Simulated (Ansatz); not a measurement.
# BS: the cost of one run

All numbers are computed with Ansatz 0.2.0 through its Python package. The levels of theory stand in the script.

## (1) The system

Bond lengths: B1–S2 1.900 Å.

The script holds or builds the structure itself.

## (2) The script

Input file x2c_bs.py:

```python
# -*- coding: utf-8 -*-
import logging
import sys

import ansatz as az
import numpy as np

logging.basicConfig(stream=sys.stdout, format='%(name)s: %(message)s')
logger = logging.getLogger('bs')
logger.setLevel(logging.INFO)


def main():
    geometry_ang = [
        ('B', [0.0, 0.0, 0.0]),
        ('S', [0.0, 0.0, 1.9]),
    ]
    bs = az.Crystal.molecule()
    for symbol, xyz in geometry_ang:
        bs = bs.atom(symbol, xyz)

    model = bs.calculation().functional('PBE0').charge(1).spin('collinear', total=2).forces()
    sets = {'none': 'cc-pVTZ', 'scalar': 'cc-pVTZ-DK'}
    found = {kind: model.basis(gaussian=basis).pseudopotentials(relativity=kind).run(threads=1).report for kind, basis in sets.items()}
    for kind, each in found.items():
        dipole = 4.803205 * np.linalg.norm(each['charge_distribution']['dipole_moment_e_ang'])
        logger.info(f'{kind:7s} E = {each["free_energy_ev"]:.4f} eV  dipole {dipole:.3f} D  largest force component {np.abs(each["forces_ev_ang"]).max():.4f} eV/A')
    logger.info(f'relativity lowers the total energy by {found["none"]["free_energy_ev"] - found["scalar"]["free_energy_ev"]:.3f} eV')


if __name__ == '__main__':
    main()
```

## (3) The calls as engine input

The package turns the script's settings into the engine's input (first run):

```yaml
crystal:
  periodic: [false, false, false]
  atoms:
    - { symbol: B, position_ang: [0.0, 0.0, 0.0] }
    - { symbol: S, position_ang: [0.0, 0.0, 1.9] }
basis:
  gaussian:
    orbitals: cc-pVTZ
hamiltonian:
  xc: pbe0
  pseudopotentials:
    relativity: none
magnetization:
  spin_polarized: true
  initial_magnetization: 2.0
total_charge: 1.0
output:
  forces: true
```

## (4) The run

Run with:

```console
> python x2c_bs.py
```

Q: Estimate wall time and peak memory on 1 thread of Arm Neoverse V1, shared host.

About 3 s, with a peak of 0.18 GiB.
